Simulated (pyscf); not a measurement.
PySCF, gas phase, ωB97X-D3(BJ)/def2-SVP geometries. Correlated levels are frozen-core, on RHF or UHF. ΔMP2 is the change of the MP2 total energy from the triple- to the quadruple-zeta basis.

Question: PBE/def2-TZVP puts the barrier of H₂B–BH–OH (SMILES BBO) → BH₃ (SMILES B) + HB=O (SMILES B=O) (elimination; singlet surface; B–B, H–O broken, B–H formed) at 52.6 kcal/mol and the reaction energy at +8.1 kcal/mol, from the reactant's lowest minimum found. What do r²SCAN/def2-TZVP, PBE0-D3(BJ)/def2-TZVP, CCSD(T)/def2-TZVPP + ΔMP2(QZVPP) give on the same structures?

Answer: r²SCAN: ΔE‡ = 56.6 kcal/mol, ΔE = +8.5 kcal/mol; PBE0-D3(BJ): ΔE‡ = 58.9 kcal/mol, ΔE = +11.4 kcal/mol; CCSD(T): ΔE‡ = 61.6 kcal/mol, ΔE = +5.8 kcal/mol. PBE's barrier lies under all of them, by 4.0 to 9.0 kcal/mol. Its reaction energy lies among theirs. Low barriers are usual for a GGA, whose delocalisation error favours stretched bonds. The products may also form a dative adduct at BH₃; it and routes through it were not searched. At the saddle there is also a short B–H contact that neither side keeps. H₂B–BH–OH lies 33.5 kcal/mol over its isomer H₂B–O–BH₂ (electronic energy, ωB97M-D3(BJ)). One saddle was located; it need not be the lowest between these sides. The CCSD(T) − MP2 part came from Ansatz, without density fitting, on the same reference.
